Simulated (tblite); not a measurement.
Compound: C5H8O (charge +1 and doublet state).
Cartesian coordinates in Å at the GFN2-xTB level; atoms count from 1:
```xyz
14
C5H8O angstrom
C      2.1274    0.4506    0.5511
O      1.2828    0.1097   -0.5019
C      0.2587   -0.7627   -0.2875
C     -1.0098    0.0225    0.2529
C     -1.9300    0.7399   -0.6449
C     -2.3613   -0.4042   -0.1375
H      2.1674   -0.3110    1.3341
H      3.1224    0.6220    0.1268
H      1.8101    1.4120    0.9850
H      0.4931   -1.5423    0.4482
H     -0.0150   -1.1967   -1.2536
H     -0.7610    0.4172    1.2365
H     -2.0872    1.6103   -1.2369
H     -3.0982   -1.1677   -0.0544
```

Calculated harmonic vibrations of the isolated species, GFN2-xTB (tblite), most abundant isotopes, no scaling. This tight-binding method is rough: wavenumbers can miss measured ones by several per cent, in bad cases by 10 to 20. One conformer, not necessarily the lowest. Open shells enter through the occupations alone, without spin polarisation, and single modes of such species can be off by tens of per cent.

Harmonic wavenumbers (cm⁻¹): 58.3, 67.5, 99.2, 247.1, 311.1, 349.6, 463.1, 707.3, 725.6, 805.1, 867.0, 899.9, 909.0, 932.4, 973.6, 1021.0, 1049.5, 1094.5, 1111.7, 1173.9, 1220.0, 1252.9, 1268.1, 1363.7, 1365.5, 1404.3, 1420.0, 1675.3, 2861.9, 2913.0, 2944.7, 2953.7, 2965.5, 2978.9, 3207.5, 3237.0.

A = 10821, B = 1962, C = 1890 MHz; mass 84.058 u (most abundant isotopes); point group C1, symmetry number 1; spin multiplicity 2.

Problem. Zero-point energy?

Solution. Half the sum of the wavenumbers: 24449 cm⁻¹ = 69.90 kcal/mol.

Problem. Give the ideal-gas entropy at 298.15 K and 1 bar in the rigid-rotor, harmonic-oscillator model (classical rotation).

Solution. Translation 39.23, rotation 26.49, vibration 19.20, spin (R ln 2) 1.38: S = 86.3 cal/(mol K).

Problem. And Cp and H(298.15 K) − H(0)?

Solution. Cp = 27.28 cal/(mol K), of which vibrations give 19.33 (their classical limit is 36 R = 71.5); H(298.15 K) − H(0) = 5.27 kcal/mol without the zero-point energy, 2.90 from vibrations.

Problem. How do the functions run with temperature in this model?

Solution. 
```tsv
T (K)	S (cal/(mol K))	Cp (cal/(mol K))	H − H(0) (kcal/mol)	G − H(0) (kcal/mol)	ln q(vib)
100	64.9	15.0	1.17	-5.32	1.36
200	76.9	20.5	2.94	-12.44	3.14
300	86.5	27.4	5.32	-20.62	4.80
500	103.8	41.0	12.22	-39.67	8.10
800	126.1	53.9	26.63	-74.27	13.01
1000	138.8	59.5	38.00	-100.79	16.12
```

q(vib) and H(0) count from the zero-point level.

Problem. Blend soft modes into free rotors: weight 1/[1 + (100 cm⁻¹/ν̃)⁴] for the oscillator and the rest for a rotor with moment μB/(μ + B), μ = h/(8π²ν), B = 10⁻⁴⁴ kg m². What vibrational entropy results?

Solution. 17.08 cal/(mol K) in place of 19.20, which changes −T·S at 298.15 K by +0.63 kcal/mol.

Problem. Which modes carry the vibrational entropy at 298.15 K?

Solution. 58.3 cm⁻¹: 4.51; 67.5 cm⁻¹: 4.22; 99.2 cm⁻¹: 3.47; 247.1 cm⁻¹: 1.75; 311.1 cm⁻¹: 1.36; 349.6 cm⁻¹: 1.17 cal/(mol K); the other 30 give 2.71 together.

Problem. What must be added to the electronic energy to get the Gibbs energy at 298.15 K and 1 bar?

Solution. ZPE + [H(298.15 K) − H(0)] − T·S = 69.90 + 5.27 − 25.73 = 49.44 kcal/mol.

Hindered rotation and anharmonicity are outside this model. Other conformers, if any are populated, would add a mixing term that is left out. The structure is chiral; the term R ln 2 for an equal mix with its mirror image is left out.

Time: 0.31 s. Hardware: one thread of an Arm Neoverse V1, shared host. The figure is for the frequency step alone.
